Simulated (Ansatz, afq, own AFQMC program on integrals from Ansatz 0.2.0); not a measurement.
# BN, triplet: AFQMC among the cluster methods

```json
{"atom": "B", "x (Å)": "0.0000", "y (Å)": "0.0000", "z (Å)": "0.0000"}
{"atom": "N", "x (Å)": "0.0000", "y (Å)": "0.0000", "z (Å)": "2.8350"}
```

Basis 6-31G. Only valence electrons are correlated. Ansatz 0.2.0 and our own AFQMC program on the same integrals; the CISD trial comes from CCSD amplitudes, and released means the phaseless constraint is let go. Uncertainties: one standard error, sampling alone.

Determinant: UHF, the one that the program's search chose, which needn't be the lowest solution. The geometry is a point of a scan.

Full CI on the same integrals is exact in this basis and with this determinant's frozen core.

Cautions: lower spins were not checked; unrestricted determinant spin contaminated (⟨S²⟩ 2.93 against 2.00); the released energies are still falling, so no released level is given (meV from the phaseless value at times in 1/Eh: -4 ± 3 at 0.24, -5 ± 3 at 0.51, -7 ± 3 at 0.99, -10 ± 3 at 1.62, -18 ± 3 at 2.40).

The T1 diagnostic is 0.0365, the weight of the determinant in the CISD state is 0.857 and the ⟨S²⟩ of the determinant is 2.932. The size of the correlated space is 8 electrons in 16 orbitals.

```csv
level,correlation energy (eV)
MP2,-1.4255
CCSD,-2.2523
CCSD(T),-2.2963
```

Q: Estimate where phaseless AFQMC with a CISD trial lies against CCSD(T) on the same integrals.

A: 1.64 ± 0.12 mEh below CCSD(T).

Reference: full CI, correlation energy -2.351 eV. The cautions show a poor starting determinant, so the rows tell how each method copes with it here, and full CI is the sure value.

```json
{"level": "CCSD(T)", "E − E(reference) (mEh)": "2.00", "share of correlation (%)": "97.69"}
{"level": "CCSDT", "E − E(reference) (mEh)": "0.15", "share of correlation (%)": "99.83"}
{"level": "CCSDT(Q)", "E − E(reference) (mEh)": "-0.01", "share of correlation (%)": "100.01"}
{"level": "CCSDTQ", "E − E(reference) (mEh)": "0.01", "share of correlation (%)": "99.99"}
{"level": "ph-AFQMC/CISD", "E − E(reference) (mEh)": "0.35 ± 0.12", "share of correlation (%)": "99.59"}
```

CCSDT and higher add their correlation energy to the determinant of the CCSD(T) run, since their own runs factorise the integrals more tightly (a shift of under 2 meV). A walk keeps the symmetry of its determinant, which the program's search chose and which needn't be the lowest solution, so a lower state of the same spin and another symmetry isn't excluded.
